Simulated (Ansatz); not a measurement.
## Loss of SiH4: CH6NSi → CH2N + SiH4

Species: CH6NSi `CN[SiH2]`, doublet; CH2N `C=[N]`, doublet; SiH4 (silane) `[SiH4]`, singlet. 

Shapes, held fixed at every level: PBE0-D4/def2-TZVP. Flexible molecules stand in one conformer, not always the lowest. Programs: Ansatz 0.2.0. The zero-point and thermal change to 298 K, harmonic and unscaled (PBE0-D4/def2-TZVP), is -30.4 kJ/mol.

Task: Estimate ΔH(298 K) of this reaction.

Result: B2PLYP/def2-TZVPP gives ΔH(298 K) = +130.6 kJ/mol; the levels span +66.7 to +212.9. The median of the levels is +135.1. No measured value is set beside it here. Spin contamination: CH2N (⟨S²⟩ up to 0.93). Open shells run unrestricted unless RO is named.

```tsv
level	kind	ΔH(298 K) (kJ/mol)
HF/def2-SVP	Hartree–Fock	+66.7
SPW92/def2-TZVPP	LDA	+212.9
PBE-D4/def2-TZVPP	GGA	+154.8
B3LYP-D4/def2-TZVPP	global hybrid	+132.7
BHLYP-D4/def2-TZVPP	global hybrid	+132.0
PBE0-D4/def2-TZVPP	global hybrid	+158.9
wB97M-V/def2-TZVPP	range-separated hybrid	+137.5
B2PLYP/def2-TZVPP	double hybrid	+130.6
```
